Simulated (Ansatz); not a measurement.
Worked example: the enthalpy of formation of CH4O2 (methanediol)

CH4O2: 7 atoms, total charge 0, spin state singlet. SMILES: `OCO`. The coordinates come from a PBE0-D4/def2-TZVP relaxation. This is one conformer, not always the lowest.

```xyz
7

O    -1.0369    0.5567    0.3166
C    -0.0873   -0.3971   -0.0556
O     1.1905    0.1420   -0.2188
H    -1.0917    1.2102   -0.3875
H    -0.3284   -0.8623   -1.0170
H    -0.1150   -1.1546    0.7346
H     1.4688    0.5051    0.6277
```

Total energies at HF/aug-cc-pVDZ (Ansatz 0.2.0); the atoms run unrestricted:

```tsv
species	state	energy (Eh)
CH4O2	singlet	-189.945417
O	triplet	-74.796601
C	triplet	-37.687763
H	doublet	-0.499334
```

Harmonic wavenumbers at PBE0-D4/def2-TZVP, in cm⁻¹: 382, 386, 573, 1016, 1062, 1104, 1214, 1374, 1396, 1448, 1524, 3040, 3088, 3844, 3845.

Measured heats of formation of the gaseous atoms at 298.15 K, in kJ/mol: O 249.2, C 716.9, H 218.0. Spin-orbit lowering of the atoms at 298 K (mean of the ground term's levels less their thermal mean, from spectra), in kJ/mol: O 0.40, C 0.02. Take 1 Eh = 2625.50 kJ/mol, 1 cm⁻¹ = 0.0119627 kJ/mol, RT = 2.479 kJ/mol.

Q: What heat of formation follows?

A: 
1. Electronic atomisation energy: 2 × (-74.796601) + (-37.687763) + 4 × (-0.499334) − (-189.945417) = 0.667116 Eh = 1751.5 kJ/mol.
2. Zero-point energy: half the sum of the wavenumbers, 12648 cm⁻¹ = 151.3 kJ/mol.
3. Thermal vibrational enthalpy, Σ hcν̃/(exp(hcν̃/kT) − 1): 2.5 kJ/mol. Translation, rotation and pV of a non-linear molecule: 4 RT = 9.9 kJ/mol.
4. The 7 free atoms carry 5/2 RT each: 43.4 kJ/mol.
5. Spin-orbit coupling lowers the free atoms by 2 × 0.40 + 0.02 = 0.8 kJ/mol.
6. Atomisation enthalpy at 298 K: 1751.5 − 0.8 − 151.3 − 2.5 − 9.9 + 43.4 = 1630.4 kJ/mol.
7. Sum of the atoms' heats of formation: 2087.3 kJ/mol. Heat of formation: 2087.3 − 1630.4 = +456.9 kJ/mol.

The tabulated value is -392.6 kJ/mol (Active Thermochemical Tables), so this level is off by +849.5 kJ/mol, or 34.3 % of the atomisation enthalpy that the table implies (2479.9 kJ/mol). Hartree–Fock leaves out correlation, which is larger in the molecule than in the atoms, so it underbinds and puts the heat of formation too high. Anharmonicity and any spin-orbit splitting of the molecule are left out.
